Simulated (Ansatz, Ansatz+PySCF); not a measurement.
```xyz
2

N     0.0000    0.0000   -0.6093
O     0.0000    0.0000    0.5331
```

Basis set: STO-3G (spherical functions). Frozen core: 2 orbitals. Correlation on ROHF uses semicanonical orbitals with singles. Charge 0, multiplicity 2.

Computed with Ansatz (development build ahead of 0.2.0); free ground-state atoms in the same class of orbitals, no zero-point energy, no relativity.

The atomization energy of doublet NO from measured heats of formation, zero-point and thermal terms removed is 6.622 eV (G2/97 set, Curtiss et al., J. Chem. Phys. 106, 1063 (1997), as shipped with ASE); it holds spin-orbit and other relativistic effects.

How far do PBE0 (unrestricted), ROHF-CCSD(T), UHF-CCSD(T), ROHF-MP2, UHF-MP2, UHF, ROHF miss it in this basis?

| method | atomization energy (eV) | computed − measured (eV) |
| --- | --- | --- |
| PBE0 (unrestricted) | 5.137 | -1.485 |
| ROHF-CCSD(T) | 3.549 | -3.073 |
| UHF-CCSD(T) | 3.546 | -3.076 |
| ROHF-MP2 | 3.260 | -3.362 |
| UHF-MP2 | 2.705 | -3.917 |
| UHF | 0.118 | -6.504 |
| ROHF | 0.030 | -6.592 |

Caution: the shape is not the minimum. Caution for UHF-CCSD(T), UHF-MP2, UHF: the unrestricted determinant is spin contaminated.

This basis has no polarisation functions and is too small for such energies, which can lie far from measured ones in either direction.
